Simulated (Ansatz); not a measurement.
## Worked example: AsH, triplet against AsH⁻, doublet

Geometry (PBE0/def2-TZVPD stationary point of a doublet), kept for both states (AsH⁻, doublet: Π; AsH, triplet: Σ⁻):

```xyz
2

As    0.0000    0.0000    0.0000
H     0.0000    0.0000    1.5478
```

Basis aug-cc-pVDZ; Ansatz 0.2.0. Only valence electrons are correlated (noble-gas cores and the filled d shells of p-block atoms frozen). Prefix R: restricted or restricted open-shell reference. No spin–orbit coupling is included, and no scalar relativity.

Full CI is exact within this basis and frozen core; it isn't the basis-set limit.

The highest occupied Kohn–Sham level of the anion is positive, up to +1.62 eV, so in those functionals the extra electron is held by the basis alone, which enters their differences from the reference.

```tsv
level	E(AsH⁻, doublet) (hartree)	E(AsH, triplet) (hartree)
RCCSD(T)	-2234.864541	-2234.837211
PBE	-2236.090052	-2236.051615
B3LYP	-2236.477278	-2236.435921
full CI	-2234.865562	-2234.837853
```

**Question.** Give the vertical gap, AsH triplet less AsH⁻ doublet, at each level in eV (1 hartree = 27.2114 eV), and each error against full CI.

**Answer.** full CI: (-2234.837853 − (-2234.865562)) × 27.2114 = 0.754 eV (the reference)
B3LYP: (-2236.435921 − (-2236.477278)) × 27.2114 = 1.125 eV, error 0.371 eV
PBE: (-2236.051615 − (-2236.090052)) × 27.2114 = 1.046 eV, error 0.292 eV
RCCSD(T): (-2234.837211 − (-2234.864541)) × 27.2114 = 0.744 eV, error -0.010 eV

Total energies of functionals can't be set beside those of wave-function methods, since they hold the core's correlation and their own absolute errors; only the differences compare.

In so small a basis the reference is far from its limit while semilocal and hybrid functionals are nearer theirs, so the functionals' errors here hold much of the reference's basis and frozen-core error, which can add to them or hide them.

Each level lands on the state that its own search finds. T1 diagnostics of restricted CCSD: 0.020 and 0.020.
